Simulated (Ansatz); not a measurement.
## Structure relaxation of Li₂Y

These are results of Ansatz, DFT PBE, scalar-relativistic, plane waves, PAW, not measurements. Cutoff 420 eV, Γ-centred k mesh, Gaussian smearing, no spin polarisation in the final step.

The start puts Li₂Y on the CaC2 structure type (I4/mmm, No. 139), with Y in place of Ca, Li in place of C, at a guessed volume.

```
Li Y
1.0
    -2.01484    2.01484    3.30455
     2.01484   -2.01484    3.30455
     2.01484    2.01484   -3.30455
Li Y
2 1
Direct
  0.59300 0.59300 0.00000
  0.40700 0.40700 0.00000
  0.00000 0.00000 0.00000
```

Cell and atoms relax at zero pressure; the relaxation can't lower the symmetry of the start. After a coarse first stage the cell is made exact in the group found at 0.06 Å.

Formation energies are uncorrected and refer to the elements' standard structures at the same level.

Task: What does it relax into?

Result: It keeps I4/mmm (No. 139), but not the shape of the type it started on. The result has the MoSi2 (C11b) structure. Conventional cell: a = 3.625 Å, c = 10.815 Å. Li has 4 Li at 2.87 Å and 4 Y at 3.29 Å (next Y at 3.35 Å); Y has 10 Li at 3.29–3.35 Å and 4 Y at 3.63 Å.

```
Li Y
1.0
    -1.81274    1.81274    5.40737
     1.81274   -1.81274    5.40737
     1.81274    1.81274   -5.40737
Li Y
2 1
Direct
  0.69027 0.69027 0.00000
  0.30973 0.30973 0.00000
  0.00000 0.00000 0.00000
```

Task: What are its volume, energy, density and gap?

Result: The volume per atom is 23.69 Å³. The density is 2.40 g/cm³, the energy over the elements is 0.11 eV/atom and the gap on the 18×18×18 mesh is 0 eV (a metal).

The final run used a 18×18×18 mesh on its 3-atom cell and 0.10 eV smearing. For metals, differences of a few meV/atom aren't resolved. A structure relaxed within its symmetry needn't be a true minimum. The steps took of the order of 60 core-seconds in all.

Cost: 3 runs of about 0.92 core-minutes in all, on Intel Xeon 6975P-C (Granite Rapids) (shared hosts).